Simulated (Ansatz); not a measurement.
# AlPH+ (triplet): wave-function methods side by side, cc-pVDZ

How much of the correlation energy of AlPH+ (triplet) does each wave-function method recover here?

The runs use Ansatz 0.2.0, Gaussian basis; cc-pVDZ, correlated electrons: outside noble gas.

To be run: UHF; CCSD(T) on ROHF; CCSD(T) on UHF; BCCD(T) on ROHF; CISD; CCSDT(Q) on ROHF; CCSDT(Q) on UHF; CCSDTQ on ROHF; CCSDTQ on UHF.

## (1) The geometry

The geometry is a PBE0/def2-TZVP stationary point (not a proven minimum) of the parent state, kept for this charge and spin.

3 atoms, charge 1, spin multiplicity 3.

Atoms are counted from 1 here; the program's logs count them from 0.

Bond lengths: Al1–P2 2.386 Å, Al1–H3 1.614 Å. Angles: P2–Al1–H3 114.3°.

Coordinates:

```xyz
3
AlHP
Al    0.0000   -0.1077    1.2377
P     0.0000    0.0510   -1.1432
H     0.0000    1.3154    1.9991
```

In the tables R marks a restricted open-shell determinant and U an unrestricted one; correlation energies count from the lowest restricted Hartree-Fock solution.

## (2) UHF

Contents of in.yaml:

```yaml
crystal:
  periodic: [false, false, false]
  atoms:
    - {symbol: Al, position_ang: [0.000000, -0.107696, 1.237712]}
    - {symbol: P, position_ang: [0.000000, 0.051009, -1.143237]}
    - {symbol: H, position_ang: [0.000000, 1.315423, 1.999097]}
basis:
  gaussian: {orbitals: cc-pVDZ}
total_charge: 1
magnetization: {spin_polarized: true, initial_magnetization: 2}
hamiltonian: {xc: hf}
output: {orbitals: {seedname: orbitals}}
```

Command:

```
$ ansatz run in.yaml --threads 1 --pin off --events-out ev --progress --plain --max-ram 4096MiB --backend cpu
```

After this run come: CCSD(T) on ROHF; CCSD(T) on UHF; BCCD(T) on ROHF; CISD; CCSDT(Q) on ROHF; CCSDT(Q) on UHF; CCSDTQ on ROHF; CCSDTQ on UHF.

Q: Predict the results of all the runs planned. Wanted: correlation energy, UCCSDTQ; RMP2 from UCCSDTQ; UMP2 from UCCSDTQ; RCCSD from UCCSDTQ; RCCSD(T) from UCCSDTQ; UCCSD(T) from UCCSDTQ; RCCSDT(Q) from UCCSDTQ; UCCSDT(Q) from UCCSDTQ; T1 diagnostic.

The runs gave:

| quantity | value |
| --- | --- |
| correlation energy, UCCSDTQ | -4.5196 eV |
| RMP2 from UCCSDTQ | +1116.4 meV |
| UMP2 from UCCSDTQ | +1212.4 meV |
| RCCSD from UCCSDTQ | +217.2 meV |
| RCCSD(T) from UCCSDTQ | +58.5 meV |
| UCCSD(T) from UCCSDTQ | +69.5 meV |
| RCCSDT(Q) from UCCSDTQ | +1.5 meV |
| UCCSDT(Q) from UCCSDTQ | +0.1 meV |
| levels of the table within 1 kcal/mol (43 meV) | RCCSDT, UCCSDT, RCCSDT(Q), UCCSDT(Q), RCCSDTQ |
| T1 diagnostic | 0.039 |

In words: RCCSD(T) lands +58.5 meV from the yardstick (1.3 % of the correlation energy). These misses are within one basis, not against nature; the frozen cores of restricted and unrestricted runs differ, which can shift their rows.
